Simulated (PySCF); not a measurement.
C₄H₅NO: full NMR table

```yaml
Formula: C4H5NO
SMILES: CC#CC(N)=O
InChI: InChI=1S/C4H5NO/c1-2-3-4(5)6/h1H3,(H2,5,6)
Point_group_of_the_computed_structure: C1
Degrees_of_unsaturation: 3
Carbon_signals: 4
Proton_signals: 3
```

Mapped SMILES: `[CH3:1][C:2]#[C:3][C:4]([NH2:5])=[O:6]`. Hydrogens are named by the atom that carries them. Ha(N5) is cis to the C=O or C=S heteroatom; Hb(N5) is trans to the C=O or C=S heteroatom.

Level of theory: shielding tensors at HF/pcSseg-2 (GIAO), geometry from PBE0-D3(BJ)/def2-SVP, J: B3LYP/pcJ-1 (spin–dipole term only in couplings to heteroatoms), in PySCF (one computed conformer, relativity neglected, equivalent nuclei averaged, no solvent model).

Referencing at the same level of theory: ¹H (σref 31.68), ¹³C (σref 191.47) against TMS; ¹⁵N (σref 260.75) vs NH3; ¹⁷O (σref 326.33) vs H2O.

| carbon | δC, type | δH (multiplicity, J in Hz) | HMBC from (abs. J ≥ 3 Hz) | span of the C tensor (ppm) |
| --- | --- | --- | --- | --- |
| C1 | 3.3, CH3 | 1.95 (s) | – | 16 |
| C2 | 92.2, C | – | H(C1) | 237 |
| C3 | 77.2, C | – | H(C1) | 270 |
| C4 | 163.9, C | – | – | 191 |

Other nuclei:
| atoms | nucleus | environment | δ (ppm) | σ (ppm) |
| --- | --- | --- | --- | --- |
| Hb(N5) | ¹H | hydrogen on an amide-type nitrogen | 5.02 | 26.66 |
| Ha(N5) | ¹H | hydrogen on an amide-type nitrogen | 4.83 | 26.85 |
| N5 | ¹⁵N | amide-type nitrogen | 100.5 | 160.2 |
| O6 | ¹⁷O | amide-type carbonyl oxygen | 404.5 | -78.2 |

Selected couplings (Hz, signed; the shortest-range and largest first, 30 at most; isotopes ¹³C, ¹H, ¹⁵N): ¹J(C2,C3) 195.6, ¹J(C1,H(C1)) 138.9, ¹J(C3,C4) 113.3, ¹J(C1,C2) 76.0, ¹J(C4,N5) -22.0, ²J(C2,C4) 17.6, ²J(C3,N5) -16.6, ²J(C1,C3) 11.5, ³J(C2,N5) -2.0, ³J(C1,C4) 1.8.

- Carbon types of the structure: 3 × C, 1 × CH3, leaving 2 H on heteroatoms.
- δC 163.9: amide carbonyl carbon; lone-pair donation from the attached heteroatom keeps it upfield of a ketone carbonyl.
- δC 92.2, 77.2: alkyne carbon; sp carbons lie upfield of alkene carbons because the cylindrical π system leaves one tensor component strongly shielded.
- δC 3.3: propargylic methyl carbon; saturated and bonded to C and H only.
- δH 5.02, 4.83: hydrogen on an amide-type nitrogen; labile proton, position sensitive to the medium.
- δH 1.95: hydrogen on a propargylic methyl carbon.

OH and NH positions are those of a molecule without intermolecular hydrogen bonds; in solution they move with solvent, concentration and temperature, and exchange usually removes their couplings. Rotation about the amide-type C–N bond is slow at room temperature, so the two groups on nitrogen are listed apart. Shifts are as computed, not scaled to solution data. Of 1211 compounds with measured shifts, 218 miss one by over three times the rms of a fit or turn the order of signals round; such compounds aren't used in these exercises. Hydrogen bonding in solution shields acid and N–H amide carbonyl oxygens by tens of ppm. Hydrogen bonding in solution deshields acid and N–H amide carbonyl carbons by as much as 10 ppm beyond these values. Unscaled 17O shifts of doubly bonded oxygen tend to come out too high, by tens of ppm or more. Experimental scales use liquid or dissolved standards, which lie at an offset from isolated NH3 (liquid NH3: subtract about 20 ppm) and H2O (liquid H2O: subtract about 36 ppm).
